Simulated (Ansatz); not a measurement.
## Strength of the O–C bond: C2H5O → CH3 + H2CO

Species: C2H5O (methoxymethyl) `[CH2]OC`, doublet; CH3 (methyl radical) `[CH3]`, doublet; H2CO `C=O`, singlet. 

Shapes, held fixed at every level: PBE0-D4/def2-TZVP. Flexible molecules stand in one conformer, not always the lowest. Programs: Ansatz 0.2.0. The zero-point and thermal change to 298 K, harmonic and unscaled (PBE0-D4/def2-TZVP), is -18.3 kJ/mol.

```csv
level,kind,ΔH(298 K) (kJ/mol),less CCSD(T)/CBS estimate,CPU time (sum over the molecules)
PBE0-D4/def2-TZVPP,global hybrid,+56.0,+19.8,6.8 s
wB97X-V/def2-TZVPP,range-separated hybrid,+51.5,+15.3,20 s
B2PLYP/def2-TZVPP,double hybrid,+31.3,-4.9,11 s
MP2/def2-TZVPP,perturbation theory,+32.1,-4.1,–
CCSD/def2-SVP,coupled cluster or CI,+25.6,-10.6,–
CCSD(T)/def2-TZVPP,coupled cluster or CI,+31.8,-4.4,3.4 min
CCSD(T)/CBS estimate,coupled cluster or CI,+36.2,0.0,4.4 min
```

The highest level, CCSD(T)/CBS estimate, gives ΔH(298 K) = +36.2 kJ/mol; the levels span +25.6 to +56.0. A fragment pairs its electrons up again, so this isn't a typical strength of such a bond. The column of differences is taken from that level and isn't an error. No measured value is set beside it here. Open shells run unrestricted unless RO is named. The CBS estimate extrapolates MP2 from def2-TZVPP and def2-QZVPP and adds CCSD(T) − MP2 in the triple-zeta set, cores frozen. Times are processor times on shared x86 and Arm servers, and rough.
